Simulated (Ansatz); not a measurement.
What does this script print? It uses the Ansatz DFT code, driven from Python.

`run_scan.py`:
```python
import warnings

import ansatz
import numpy as np

BASIS_SET = "def2-SVP"
FUNCTIONAL = "hf"

GEOMETRY = """
Si   -0.80690    0.48650   -0.17250
S     0.38460   -0.13250    1.43830
S     1.39230   -1.61810    0.46480
H    -1.66480   -0.56680   -0.62950
H     0.01340    0.95750   -1.32890
H    -1.68150    1.69380    0.27000
H     2.42420   -0.88840   -0.08780
"""


def main() -> None:
    warnings.simplefilter("ignore", ansatz.DeckWarning)

    geometry = ansatz.Crystal.molecule()
    for line in GEOMETRY.strip().splitlines():
        symbol, *xyz = line.split()
        geometry = geometry.atom(symbol, [float(v) for v in xyz])

    symbols = [site.symbol for site in geometry.cartesian_sites]
    start = np.array([site.position_ang for site in geometry.cartesian_sites])
    axis = (start[4] - start[0]) / np.linalg.norm(start[4] - start[0])
    moving = [4]
    lengths, energies = [1.27, 1.37, 1.49, 1.64, 1.87, 2.24, 2.69, 3.29], []
    for length in lengths:
        xyz = start.copy()
        xyz[moving] += (length - np.linalg.norm(start[4] - start[0])) * axis
        point = ansatz.Crystal.molecule()
        for symbol, place in zip(symbols, xyz):
            point = point.atom(symbol, place.tolist())
        model = (
            point.calculation()
            .basis(gaussian=BASIS_SET)
            .functional(FUNCTIONAL)
            .accuracy("medium")
            .spin("collinear")
        )
        r = model.run(threads=1, backend="cpu").report
        energies.append(r["free_energy_ev"])
        print(f"r = {length:6.3f} A  E = {energies[-1]:.5f} eV  <S^2> = {abs(r['mean_field']['state']['spin_squared']):.3f}")

    print("energy above the lowest point (eV):", [round(e - min(energies), 3) for e in energies])


if __name__ == "__main__":
    main()
```

Output of `python run_scan.py`:
```text
r =  1.270 A  E = -29550.58434 eV  <S^2> = 0.000
r =  1.370 A  E = -29551.03738 eV  <S^2> = 0.000
r =  1.490 A  E = -29551.17549 eV  <S^2> = 0.000
r =  1.640 A  E = -29550.97456 eV  <S^2> = 0.000
r =  1.870 A  E = -29550.27991 eV  <S^2> = 0.000
r =  2.240 A  E = -29548.93596 eV  <S^2> = 0.194
r =  2.690 A  E = -29548.19286 eV  <S^2> = 0.754
r =  3.290 A  E = -29547.96513 eV  <S^2> = 0.951
energy above the lowest point (eV): [0.591, 0.138, 0.0, 0.201, 0.896, 2.24, 2.983, 3.21]
```

The settings weren't tested for convergence. The rest of the molecule is held rigid at a force-field or estimated start geometry, and the basis set is modest; single-reference methods fail as a bond breaks. The expectation value of S² is noticeably off S(S+1) in at least one run, so that state is spin-contaminated. Hartree-Fock leaves correlation out, so bond, atomisation and ionisation energies come out well too low. Timing: 9.8 s on 1 thread of Arm Neoverse V2, on a shared host, peak memory 0.24 GiB.
